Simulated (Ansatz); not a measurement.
```yaml
crystal:
  periodic: [false, false, false]
  atoms:
    - {symbol: Si, position_ang: [0.000000, 0.000000, 0.000000]}
    - {symbol: As, position_ang: [0.000000, 0.000000, 2.139000]}
basis:
  gaussian: {orbitals: def2-TZVP}
total_charge: 1
magnetization: {spin_polarized: true, initial_magnetization: 2}
hamiltonian: {xc: pbe0}
relax: {f_tol: 0.004, max_steps: 80}
```

```sh
$ ansatz run in.yaml --threads 1 --pin off --events-out ev --progress --plain --max-ram 2176MiB
```

Steps of the relaxation (energy above the last step; positions in Å, forces in eV/Å):

```
2
step 1, 276.1 meV
Si    0.000    0.000    0.000    0.000    0.000   -3.363
As    0.000    0.000    2.139    0.000    0.000    3.363
```

```
2
step 2, 0.9 meV
Si    0.000    0.000   -0.087    0.000    0.000   -0.154
As    0.000    0.000    2.226    0.000    0.000    0.154
```

```
2
step 3, 0.0 meV
Si    0.000    0.000   -0.092    0.000    0.000   -0.019
As    0.000    0.000    2.231    0.000    0.000    0.019
```

```
2
step 4, 0.0 meV
Si    0.000    0.000   -0.093    0.000    0.000    0.000
As    0.000    0.000    2.232    0.000    0.000    0.000
```

Close pairs at the end: Si1–As2 2.324 Å.

A stationary point of unrestricted PBE0 after 4 steps, with ⟨S²⟩ = 2.006 against 2.00 for a pure state. 18 s on 1 thread of Intel Xeon Platinum 8559C, shared host.
